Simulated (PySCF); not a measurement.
# Li₂: from constants to spectrum

RHF-CCSD(T) constants of Li₂, ¹Σg⁺ (singlet), closed shell (PySCF, spin-free X2C with a Gaussian nucleus, basis sets Li jorge-DZP-DKH; masses 7.0160 and 7.0160 u):

| Item | Value |
| --- | --- |
| ωe | 340.6 cm⁻¹ |
| ωexe | 2.38 cm⁻¹ |
| Be | 0.65309 cm⁻¹ |
| αe | 0.00642 cm⁻¹ |
| D (centrifugal) | 9.61e-06 cm⁻¹ |
| De to Li + Li | 1.01 eV |

Question: Estimate the standard entropy (1 bar) and heat capacity of the ideal gas at 298.15 K, rigid rotor with B0 and harmonic oscillator at the fundamental.

Answer: Translation (Sackur–Tetrode, M = 14.03 u): 141.8 J/(mol K). Rotation: q = kT/(σB0) = 159 with σ = 2, 50.5. Vibration: x = hcν0/kT = 1.62, 5.15. S° = 197.4 J/(mol K); Cp = 7R/2 + 6.71 = 35.8 J/(mol K).

Measured values (Huber and Herzberg, Constants of Diatomic Molecules (1979)): ωe = 351.43 cm⁻¹, ωexe = 2.61 cm⁻¹, Be = 0.67264 cm⁻¹, αe = 0.00704 cm⁻¹.

Correlated steps freeze no core orbitals. Correlated levels converge slowly with the basis: in double zeta they bind strong bonds too weakly, by up to about 1 eV, and carry superposition errors of some tenths. Where the molecule has an RHF reference, its open-shell atoms are computed with UHF.
